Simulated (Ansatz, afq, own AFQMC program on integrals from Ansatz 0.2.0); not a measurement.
# Where AFQMC and coupled cluster stand for CuSiH3, singlet

```xyz
5

Cu   -0.7590    0.0044    0.0052
Si    1.4963   -0.0088   -0.0102
H     2.0443   -1.3968   -0.0092
H     2.0646    0.6845    1.1828
H     2.0482    0.6762   -1.2157
```

Connectivity, by distances: Cu–SiH3.

Basis def2-SVP. Only valence electrons are correlated. Ansatz 0.2.0 and our own AFQMC program on the same integrals; the CISD trial comes from CCSD amplitudes, and released means the phaseless constraint is let go. Free projection: walkers drawn from exp(T), propagated without any constraint. Its projection time is finite, and what remains of the start isn't in its error. ± is one standard error of the sampling. The metal's outer-core s and p shells are frozen, which shifts wave-function levels against functionals.

Determinant: RHF, the one that the program's search chose, which needn't be the lowest solution. The geometry is a point of a scan.

No full CI on the walks' own integrals is used here; CCSDT(Q) serves as the reference and is uncertain by about the last step of the cluster series.

Cautions: no relativity below Rb; outer-core shells of the metal frozen; higher spins were not checked; the released energies get too noisy after the second time (errors over twice the walk's own, or jumping), so no released level is given (meV from the phaseless value at times in 1/Eh: -3 ± 9 at 0.24, -4 ± 10 at 0.50, 22 ± 12 at 1.00).

```
T1 diagnostic                               : 0.0259
weight of the determinant in the CISD state : 0.852
size of the correlated space                : 18 electrons in 50 orbitals
```

```tsv
level	correlation energy (eV)
MP2	-11.4199
CCSD	-11.1618
CCSD(T)	-11.6433
```

Question: Estimate where phaseless AFQMC with the Hartree–Fock trial lies against CCSD(T) on the same integrals.

Answer: 8.16 ± 1.11 mEh below CCSD(T).

Reference: CCSDT(Q), correlation energy -11.594 eV.

```
        level  E − E(reference) (mEh)  share of correlation (%)
      CCSD(T)                   -1.79                    100.42
        CCSDT                   -2.13                    100.50
  ph-AFQMC/HF            -9.96 ± 1.11                    102.34
ph-AFQMC/CISD            -1.01 ± 0.21                    100.24
   free AFQMC            -0.21 ± 0.55                    100.05
```

Free projections are given only where their last times agree within the noise and don't stop above the reference; a slow remainder of the start can still hide under it. A walk keeps the symmetry of its determinant, which the program's search chose and which needn't be the lowest solution, so a lower state of the same spin and another symmetry isn't excluded.
